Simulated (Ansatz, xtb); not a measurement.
Ranking isomers of C2HF2N

4 gas-phase structures of C2HF2N, from a drawn sample of its isomers (lower ones may exist). Each was relaxed with GFN2-xTB:

A. `FC1=N[C@@H]1F`, a singlet
B. `N#CC(F)F`, a singlet
C. `N=C=C(F)F`, a singlet
D. `FC1(F)C=N1`, a singlet

Task: Estimate their order in r2SCAN-D4/def2-SVP energy at these geometries, lowest first.

Result: Calculated order at r2SCAN-D4/def2-SVP: B (0.000), D (1.075), C (1.300), A (1.321) eV. Less than 1 kcal/mol parts C and A, so the order within that pair means little.

Energies above the lowest of each column, in eV; the last columns are at PBE0-D4/def2-SVP geometries and were run for some of them only (a dash: not run or not comparable):

```
structure  GFN2-xTB  HF/STO-3G  r2SCAN-D4/def2-SVP  PBE0-D4/def2-SVP  CCSD(T)/def2-SVP + ΔMP2/def2-TZVPP
        B     0.000      0.000               0.000             0.000                               0.000
        D     0.836      1.777               1.075             0.962                               1.379
        C     0.604      2.273               1.300             1.297                               1.649
        A     0.906      1.949               1.321                 –                                   –
```

Every level run on B puts it lowest or level with the lowest. Frequencies (PBE0-D4/def2-SVP) were run for B, C, D alone. ΔMP2 is the change of the MP2 energy from the smaller to the larger basis.

Over these structures GFN2-xTB departs from r2SCAN-D4/def2-SVP by 0.218 eV on average once a common shift is removed. A GFN2-xTB relaxation took about 0.034 s and the r2SCAN-D4/def2-SVP energy about 0.9 s on a shared host (Ansatz 0.2.0, xtb 6.7.1).
